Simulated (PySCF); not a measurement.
Which basis set comes closest?

Molecule: SMILES O=C(O)/C=C/F, C$_{3}$H$_{3}$FO$_{2}$.

Molfile (atoms numbered from 1):
```
C3H3FO2
     RDKit          3D

  9  8  0  0  0  0  0  0  0  0999 V2000
    1.0867   -1.2691   -0.5632 O   0  0  0  0  0  0  0  0  0  0  0  0
    0.9123   -0.1871   -0.0577 C   0  0  0  0  0  0  0  0  0  0  0  0
    1.9215    0.5955    0.3467 O   0  0  0  0  0  0  0  0  0  0  0  0
   -0.3960    0.4404    0.1927 C   0  0  0  0  0  0  0  0  0  0  0  0
   -1.4980   -0.2255   -0.1562 C   0  0  0  0  0  0  0  0  0  0  0  0
   -2.7089    0.2560    0.0281 F   0  0  0  0  0  0  0  0  0  0  0  0
    2.7372    0.1102    0.1488 H   0  0  0  0  0  0  0  0  0  0  0  0
   -0.4454    1.4276    0.6544 H   0  0  0  0  0  0  0  0  0  0  0  0
   -1.4766   -1.2173   -0.6194 H   0  0  0  0  0  0  0  0  0  0  0  0
  1  2  2  0
  2  3  1  0
  2  4  1  0
  4  5  2  0
  5  6  1  0
  3  7  1  0
  4  8  1  0
  5  9  1  0
M  END
```

Geometry PBE0-D3(BJ)/def2-SVP throughout; GIAO in PySCF 2.14, gas phase, one conformer, non-relativistic; equivalent atoms averaged; functional PBE0.

Reference values (measured; G. Saielli, R. Bini, A. Bagno, Computational 19F NMR. 2. Organic compounds, RSC Adv. 2014, ESI (exp. from Berger-Braun-Kalinowski 1994 and Everett 1995)): δ(F6) = -106.0 ppm vs CFCl3. Computed shifts are taken against CFCl3, calculated as an isolated molecule at each level.

Task: How do the basis sets STO-3G, 6-31G, pcSseg-0, 6-31G*, def2-SVP, cc-pVDZ, pcSseg-1, aug-cc-pVDZ, 6-311+G(2d,p), def2-TZVP, cc-pVTZ, IGLO-III, pcSseg-2 perform against the reference? Times are CPU seconds on shared hosts with different chips, so compare them loosely.

Result: 
```tsv
basis set	functions	F6	abs. error F	core-s
STO-3G	33	-3.5	102.5	1.9
6-31G	60	-97.9	8.1	3.8
pcSseg-0	60	-79.9	26.1	3.6
6-31G*	90	-85.9	20.1	5.3
def2-SVP	99	-71.3	34.7	5.5
cc-pVDZ	99	-81.9	24.1	6.3
pcSseg-1	117	-91.2	14.8	10
aug-cc-pVDZ	165	-96.7	9.3	13
6-311+G(2d,p)	180	-101.9	4.1	13
def2-TZVP	204	-95.8	10.2	16
cc-pVTZ	222	-91.2	14.8	19
IGLO-III	240	-99.4	6.6	20
pcSseg-2	258	-97.2	8.8	44
```

For 19F the closest is 6-311+G(2d,p) (4.1 ppm) and the furthest STO-3G (102.5 ppm). Where a smaller basis beats a larger one, errors probably cancel; the largest sets show where the functional converges. One molecule is a small sample, and vibrational and solvent effects are absent from the calculation.

A small basis that lands close on one nucleus may do so by chance; judge by the trend and by all nuclei.
